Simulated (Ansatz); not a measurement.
Coupled-cluster run, `CC1=CC1F`.

```yaml
crystal:
  periodic: [false, false, false]
  atoms:
    - {symbol: C, position_ang: [-1.192206, -0.809173, -0.353195]}
    - {symbol: C, position_ang: [0.037450, -0.146148, 0.097157]}
    - {symbol: C, position_ang: [1.007282, 0.004915, 0.953891]}
    - {symbol: C, position_ang: [0.991182, 0.926134, -0.174037]}
    - {symbol: F, position_ang: [0.583823, 2.241033, 0.043066]}
    - {symbol: H, position_ang: [-2.006090, -0.081539, -0.407082]}
    - {symbol: H, position_ang: [-1.059356, -1.215137, -1.359687]}
    - {symbol: H, position_ang: [-1.485459, -1.615728, 0.319940]}
    - {symbol: H, position_ang: [1.492901, -0.287549, 1.870524]}
    - {symbol: H, position_ang: [1.713674, 0.931892, -0.987678]}
basis:
  gaussian: {orbitals: def2-TZVPP}
correlation: {method: ccsd_t}
output: {orbitals: {seedname: orbitals}}
```

```sh
$ ansatz run in.yaml --threads 2 --pin off --events-out ev --progress --plain --max-ram 4352MiB
```

Output of Ansatz, abridged:

```
Functional definition: HF
1353 factors; integrals over basis functions are off by at most 8.7e-4 eV
mean field evaluation 1: about -6903.9291 eV, gradient 3.4e1 eV
mean field evaluation 2: about -6904.1861 eV, gradient 3.4e1 eV
mean field evaluation 4: about -6907.1534 eV, gradient 4.2e0 eV
mean field evaluation 8: about -6907.2057 eV, gradient 2.5e-1 eV
mean field -6907.20598404 eV, -253.8351380413 hartree, gradient 2.4e-6 eV, S^2 0.000000; 0 other end points of the search recorded, 0 dependent functions left out
5 core orbitals not correlated: weight in the atoms' cores, before any rotation towards them, 1.000 or more for the frozen orbitals, at most 0.000 for the correlated occupied ones
reference -6907.20598404 eV, -253.8351380413 hartree; 14, 14 occupied and 206, 206 virtual orbitals, 1353 factors
second order -24.34438645 eV of doubles, -0.00000000 eV of singles
cycle   1  -24.38693056 eV  change   -4.3e-2 eV  update   1.0e-1
cycle   2  -24.94873363 eV  change   -5.6e-1 eV  update   3.0e-2
cycle   3  -25.07268762 eV  change   -1.2e-1 eV  update   1.4e-2
cycle   4  -25.06593817 eV  change    6.7e-3 eV  update   3.4e-3
cycle   5  -25.06546355 eV  change    4.7e-4 eV  update   1.5e-3
cycle   6  -25.06656006 eV  change   -1.1e-3 eV  update   4.0e-4
cycle   7  -25.06653150 eV  change    2.9e-5 eV  update   1.7e-4
cycle   8  -25.06645540 eV  change    7.6e-5 eV  update   5.7e-5
cycle   9  -25.06646787 eV  change   -1.2e-5 eV  update   2.8e-5
perturbative correction -1.04839708 eV, -0.0385278820 hartree
Total energy: -6933.32084899 eV, -254.7948416269 hartree
```

It took 2.3 min on 2 threads of an Arm Neoverse V2 on a shared host, with 3.8 GiB of host memory at the peak.

The correlation energy is -26.115 eV, 4.0 % of it from (T); the T1 diagnostic reads 0.0107.
